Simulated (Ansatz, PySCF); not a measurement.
This Ansatz (a quantum-chemistry and plane-wave program) input computes a r2SCAN/def2-TZVPD energy:

Ansatz 0.2 input:
```yaml
crystal:
  periodic: [false, false, false]
  atoms:
    - {symbol: N, position_ang: [-0.00181269, 0.00359022, 1.22722463]}
    - {symbol: C, position_ang: [0.00162323, 1.08102868, 0.39732440]}
    - {symbol: C, position_ang: [-0.00280630, -1.07868549, 0.40363605]}
    - {symbol: C, position_ang: [0.00285416, 0.70543113, -0.95100856]}
    - {symbol: C, position_ang: [-0.00005088, -0.71098333, -0.94686916]}
    - {symbol: H, position_ang: [0.00308933, 2.08907821, 0.79989107]}
    - {symbol: H, position_ang: [-0.00547032, -2.08436240, 0.81208774]}
    - {symbol: H, position_ang: [0.00547332, 1.35944646, -1.81451217]}
    - {symbol: H, position_ang: [-0.00012480, -1.37003976, -1.80653539]}
basis:
  gaussian:
    orbitals: def2-TZVPD
hamiltonian:
  xc: {name: r2SCAN}
total_charge: -1
output: {forces: true}
```

Write an input for the same energy in PySCF and say what it gives.


```python
from pyscf import gto, scf, dft

mol = gto.M(
    atom='''
    N    -0.00181269    0.00359022    1.22722463
    C     0.00162323    1.08102868    0.39732440
    C    -0.00280630   -1.07868549    0.40363605
    C     0.00285416    0.70543113   -0.95100856
    C    -0.00005088   -0.71098333   -0.94686916
    H     0.00308933    2.08907821    0.79989107
    H    -0.00547032   -2.08436240    0.81208774
    H     0.00547332    1.35944646   -1.81451217
    H    -0.00012480   -1.37003976   -1.80653539
    ''',
    basis='def2-tzvpd',
    charge=-1,
    spin=0,
    verbose=4,
)

mf = dft.RKS(mol, xc='r2scan').density_fit(auxbasis='def2-universal-jkfit')
mf.grids.level = 4
mf.conv_tol = 1e-9
mf.max_cycle = 100
mf.max_memory = 1500
mf.kernel()
if not mf.converged:
    mf = mf.newton()
    mf.kernel(mf.make_rdm1())
mf.analyze()
```
It gives -209.54104 Eh, and Ansatz -209.54099 Eh, a difference of 0.05 mEh, from the treatment of integrals and grids.

It need not be the lowest isomer of its formula. Whether it binds its extra electron was not tested at this geometry.
